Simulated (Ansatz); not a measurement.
**Relaxing BiH**

Level of theory: DFT PBE, scalar-relativistic, plane waves, PAW (Ansatz 0.2.0). Cutoff 420 eV, Γ-centred k mesh, Gaussian smearing, no spin polarisation in the final step.

BiH was placed on the AuCd (B19) structure type (Pmma, No. 51), with Bi in place of Cd, H in place of Au, at a guessed volume.

```
Bi H
1.0
     4.78267    0.00000    0.00000
     0.00000    3.16500    0.00000
     0.00000    0.00000    4.88315
Bi H
2 2
Direct
  0.75000 0.00000 0.68700
  0.25000 0.00000 0.31300
  0.75000 0.50000 0.18800
  0.25000 0.50000 0.81200
```

Cell and atoms relax at zero pressure; the relaxation can't lower the symmetry of the start. After a coarse first stage the cell is made exact in the group found at 0.06 Å.

Energies over the elements count from the elements' standard structures at the same level (H₂ as a molecule), with no empirical corrections.

(1) Describe the relaxed structure.

(2) What are its volume, energy, density and gap?

## Answers

(1) It keeps Pmma (No. 51), but not the shape of the type it started on. Conventional cell: a = 4.580 Å, b = 4.214 Å, c = 4.860 Å. Bi has 2 H at 2.11 Å; around H lie 2 Bi at 2.11 Å.

```
Bi H
1.0
     4.57997    0.00000    0.00000
     0.00000    4.21436    0.00000
     0.00000    0.00000    4.86043
Bi H
2 2
Cartesian
  3.4350 0.0000 3.4773
  1.1450 0.0000 1.3831
  3.4350 2.1072 3.4619
  1.1450 2.1072 1.3985
```

(2) The volume per atom is 23.45 Å³, the density is 7.43 g/cm³ and the energy over the elements is 0.35 eV/atom. The gap on the 10×12×10 mesh is 0 eV (a metal).

The final run used a 10×12×10 mesh on its 4-atom cell and 0.10 eV smearing. The k mesh leaves about 4 meV/atom of noise in metals. Spin–orbit coupling is left out. Symmetry constrained the relaxation, so the result can be a saddle point.

Cost: 3 runs of about 1.7 core-minutes in all, on AMD EPYC 9B45 (Zen 5) (shared hosts).